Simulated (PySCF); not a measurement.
**Löwdin shares of the frontier orbitals**

Species: C₄H₈ClF.
Cartesian coordinates in Å at the GFN2-xTB level; atoms count from 1:
```xyz
14
C4H8ClF angstrom
C     -1.951   -0.019    0.180
C     -0.574   -0.192   -0.439
F     -0.447   -1.500   -0.882
C      0.557    0.086    0.550
C      1.924    0.048   -0.114
Cl     2.129    1.437   -1.220
H     -2.048   -0.647    1.062
H     -2.716   -0.306   -0.536
H     -2.103    1.020    0.460
H     -0.465    0.434   -1.334
H      0.393    1.059    1.012
H      0.533   -0.680    1.329
H      2.724    0.116    0.622
H      2.043   -0.855   -0.713
```

Computed, not measured: TDDFT PBE0/def2-SVPD, vertical, gas phase, core orbitals frozen in the response (PySCF 2.14.0, density-fitted response routines).

Frontier orbitals with the atoms that hold most of them (Löwdin shares over 4%, at most four atoms; ? is withheld):

```tsv
orbital	ε (eV)	atoms
HOMO-3	-9.65	F3 34%, C2 20%, C1 19%, C4 9%
HOMO-2	-9.54	F3 27%, C2 20%, H10 13%, C4 12%
HOMO-1	-8.57	Cl6 74%, C5 11%, C4 7%
HOMO	?	?
LUMO	0.55	?
LUMO+1	0.74	C1 17%, Cl6 16%, C4 10%, C5 8%
LUMO+2	1.15	Cl6 27%, C5 13%, C1 12%, H13 9%
```

Q: Give the leading atoms of the HOMO.

A: Cl6 (bonded to C) 69%; C5 (bonded to C, Cl and 2 H) 12%; H13 (bonded to C) 5%.

Q: Give the leading atoms of the LUMO.

A: Cl6 (bonded to C) 49%; C5 (bonded to C, Cl and 2 H) 23%; H13 (bonded to C) 8%; C4 (bonded to 2 C and 2 H) 6%. By element: chlorine 49%, carbon 28% or more, hydrogen 8% or more.

Q: What is the HOMO energy, and the HOMO–LUMO gap?

A: ε(HOMO) = -8.48 eV; the gap is 9.03 eV (0.3318 hartree).

Q: How does S1 compare with the orbital gap of 9.03 eV?

A: S1 is at 7.40 eV (f = 0.0030), 1.63 eV below the gap, made of HOMO→LUMO (87%). 

Q: Give energy, strength and leading configuration of S1, S2, S3 and S4, and follow the Löwdin shares of the leading atoms from the occupied to the empty orbital.

A: 
- S1 (7.40 eV, f 0.0030), HOMO→LUMO (87%): Cl6 69% → 49%, C5 12% → 23%
- S2 (7.50 eV, f 0.0039), HOMO-1→LUMO (89%): Cl6 74% → 49%, C5 11% → 23%
- S3 (8.08 eV, f 0.018), HOMO→LUMO+1 (74%): Cl6 69% → 16%, C5 12% → 8%, C1 at most 4% → 17%
- S4 (8.20 eV, f 0.041), HOMO-1→LUMO+1 (74%): Cl6 74% → 16%, C5 11% → 8%, C1 at most 4% → 17%

Löwdin shares depend on the basis, the more so with diffuse functions.

One conformer stands for the species.

Without π bonds the low states may be Rydberg-like; a valence basis with one diffuse set may place them up to an eV too high.
